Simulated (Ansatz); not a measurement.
# CHSi (sextet): wave-function methods side by side, cc-pVTZ

How much of the correlation energy of CHSi (sextet) does each wave-function method recover here?

Program: Ansatz 0.2.0, Gaussian basis. Level of theory: cc-pVTZ, core rule «outside noble gas», up to 6 orbitals frozen. These are calculated values, not measurements.

To be run: UHF; CCSD(T) on ROHF; CCSD(T) on UHF; BCCD(T) on ROHF; CCSDT(Q) on ROHF; CCSDT(Q) on UHF; CASSCF and MRCISD+Q, 9 electrons in 9 orbitals; CASSCF and NEVPT2, 9 electrons in 9 orbitals.

5 further runs of the same task are left out: 5 set aside as unsound or not needed.

## 1. The system

The geometry is a PBE0/def2-TZVP stationary point (not a proven minimum) of the parent state, kept for this charge and spin.

3 atoms, charge 0, spin multiplicity 6.

Atoms are counted from 1 here; the program's logs count them from 0.

Bond lengths: Si1–C2 1.893 Å, C2–H3 1.096 Å. Angles: Si1–C2–H3 133.1°.

## 2. UHF

Input file in.yaml:

```yaml
crystal:
  periodic: [false, false, false]
  atoms:
    - {symbol: Si, position_ang: [0.000000, 0.032553, 0.617233]}
    - {symbol: C, position_ang: [0.000000, -0.127023, -1.268554]}
    - {symbol: H, position_ang: [0.000000, 0.606549, -2.082531]}
basis:
  gaussian: {orbitals: cc-pVTZ}
magnetization: {spin_polarized: true, initial_magnetization: 5}
hamiltonian: {xc: hf}
output: {orbitals: {seedname: orbitals}}
```

The run is started by

```
$ ansatz run in.yaml --threads 1 --pin off --events-out ev --progress --plain --max-ram 2816MiB --backend cpu
```

After this run come: CCSD(T) on ROHF; CCSD(T) on UHF; BCCD(T) on ROHF; CCSDT(Q) on ROHF; CCSDT(Q) on UHF; CASSCF and MRCISD+Q, 9 electrons in 9 orbitals; CASSCF and NEVPT2, 9 electrons in 9 orbitals.

Q: Predict the results of all the runs planned. Wanted: UCCSDT(Q) below the RHF energy; RMP2 from UCCSDT(Q); UMP2 from UCCSDT(Q); RCCSD from UCCSDT(Q); RCCSD(T) from UCCSDT(Q); UCCSD(T) from UCCSDT(Q); RCCSDT(Q) from UCCSDT(Q); NEVPT2 valence from UCCSDT(Q); MRCISD+Q valence from UCCSDT(Q).

The runs gave:

| quantity | value |
| --- | --- |
| UCCSDT(Q) below the RHF energy | -5.1702 eV |
| RMP2 from UCCSDT(Q) | +90.8 kJ/mol |
| UMP2 from UCCSDT(Q) | +92.3 kJ/mol |
| RCCSD from UCCSDT(Q) | +21.8 kJ/mol |
| RCCSD(T) from UCCSDT(Q) | +4.0 kJ/mol |
| UCCSD(T) from UCCSDT(Q) | +3.7 kJ/mol |
| RCCSDT(Q) from UCCSDT(Q) | +0.4 kJ/mol |
| NEVPT2 valence from UCCSDT(Q) | +95.3 kJ/mol |
| MRCISD+Q valence from UCCSDT(Q) | +8.3 kJ/mol |
| levels within 1 kcal/mol (43 meV) | RCCSD(T), UCCSD(T), BCCD(T), RCCSDT, UCCSDT, RCCSDT(Q) |
| T1 diagnostic | 0.026 |
| effectively unpaired electrons | 5.01 |

What this shows: RCCSD(T) lands +4.0 kJ/mol from the yardstick (0.8 % of the correlation energy). One determinant dominates. Of the multireference levels listed MRCISD+Q valence comes nearest in total energy (+8.3 kJ/mol), which doesn't show that its space is the better one. These misses are within one basis, not against nature; the frozen cores of restricted and unrestricted runs differ, which can shift their rows.
